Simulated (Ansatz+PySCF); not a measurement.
**singlet CF4: levels of theory in one basis**

```json
{"atom": "C", "x (Å)": "0.0000", "y (Å)": "0.0000", "z (Å)": "0.0000"}
{"atom": "F", "x (Å)": "0.7596", "y (Å)": "0.7596", "z (Å)": "0.7596"}
{"atom": "F", "x (Å)": "0.7596", "y (Å)": "-0.7596", "z (Å)": "-0.7596"}
{"atom": "F", "x (Å)": "-0.7596", "y (Å)": "0.7596", "z (Å)": "-0.7596"}
{"atom": "F", "x (Å)": "-0.7596", "y (Å)": "-0.7596", "z (Å)": "0.7596"}
```

Basis set: def2-SVP (spherical functions). Left uncorrelated: 5 orbitals. Charge 0, multiplicity 1.

Computed with Ansatz (development build ahead of 0.2.0); each method stands on the lowest determinant of its kind that the runs found. NEVPT2 correlates all electrons. Active spaces start from the frontier orbitals, and the lowest solution found is given.

```
        method  E − E(RHF) (eV)  <S²> of the determinant
           RHF             0.00                     0.00
       RHF-MP2           -23.39                        –
      RHF-CCSD           -23.66                        –
   RHF-CCSD(T)           -24.09                        –
SC-NEVPT2(2,2)           -23.55                        –
```

What does CASSCF(2,2) give on the same scale?

-0.62 eV.

Is a single determinant a sound starting point here?

By this sign, yes. Unrestricted orbitals gain 0.00 eV and <S²> is 0.00 against 0.00 for a pure state. The CASSCF(2,2) natural occupations are 1.98, 0.02.
